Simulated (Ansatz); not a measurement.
Ansatz (an electronic-structure program) input (PBE0/cc-pVTZ):

Ansatz 0.2 input:
```yaml
crystal:
  periodic: [false, false, false]
  atoms:
    - {symbol: C, position_ang: [0.00000000, 0.00000000, 0.00000000]}
    - {symbol: F, position_ang: [0.76292155, 0.76566412, 0.76815773]}
    - {symbol: F, position_ang: [-0.78426309, -0.74930884, 0.76277441]}
    - {symbol: F, position_ang: [-0.74667016, 0.76533291, -0.78428715]}
    - {symbol: F, position_ang: [0.76801170, -0.78168819, -0.74664498]}
basis:
  gaussian:
    orbitals: cc-pVTZ
hamiltonian:
  xc: {name: PBE0}
magnetization: {spin_polarized: false}
```

Output:

```
Functional definition: PBE0
integrals: 0.05 GiB planned
757 factors; their error is unknown
mean field: 0.54 GiB planned
mean field evaluation 1: about -11895.4234 eV, gradient 4.7e1 eV
mean field evaluation 2: about -11892.7953 eV, gradient 6.6e1 eV
mean field evaluation 4: about -11898.1090 eV, gradient 7.3e-1 eV
mean field evaluation 8: about -11898.1023 eV, gradient 1.4e-3 eV
mean field -11898.10228468 eV, -437.2471941387 hartree, gradient 2.8e-5 eV, S^2 0.000000; 0 other end points of the search recorded, 0 dependent functions left out
reference -11898.10229406 eV, -437.2471944833 hartree; 21, 21 occupied and 129, 129 virtual orbitals, 757 factors
Total energy: -11898.10229406 eV, -437.2471944833 hartree
```
